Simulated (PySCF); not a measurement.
Geometries of 2 isomers of C4H4O2, from PySCF, PBE0-D3(BJ)/def2-SVP geometry optimisation, gas phase. One conformer each, no zero-point energy, no frequencies.

Task: Which is lower in electronic energy at this level?
A.
```xyz
10
angstrom
C     -1.867   -1.219   -0.500
C     -1.009   -0.367   -0.018
C     -0.140    0.494    0.466
C      1.281    0.475    0.047
O      1.786   -0.300   -0.721
O      1.964    1.465    0.645
H     -2.432   -0.998   -1.411
H     -2.037   -2.184   -0.011
H     -0.446    1.252    1.194
H      2.876    1.391    0.328
```
B.
```xyz
10
angstrom
O      1.184   -0.491   -1.310
C      1.035   -0.086   -0.185
O      2.062    0.183    0.633
C     -0.283    0.176    0.468
C     -1.466   -0.641    0.028
C     -1.440    0.574   -0.406
H      2.867   -0.015    0.131
H     -0.205    0.545    1.501
H     -1.913   -1.628    0.090
H     -1.851    1.392   -0.989
```

Result: A. That is `C=C=CC(=O)O`, 15.4 kcal/mol below the other.

| SMILES | atoms numbered as above | E (Eh) | relative (kcal/mol) | relative (kJ/mol) | dipole (D) |
| --- | --- | --- | --- | --- | --- |
| C=C=CC(=O)O | [CH2:1]=[C:2]=[CH:3][C:4](=[O:5])[OH:6] | -304.67084 | 0.0 | 0.0 | 1.41 |
| O=C(O)C1C=C1 | [O:1]=[C:2]([OH:3])[CH:4]1[CH:5]=[CH:6]1 | -304.64633 | 15.4 | 64.4 | 1.33 |

As drawn, the lower has cumulated double bonds, which the higher lacks; the higher has a three-membered ring, which the lower lacks.
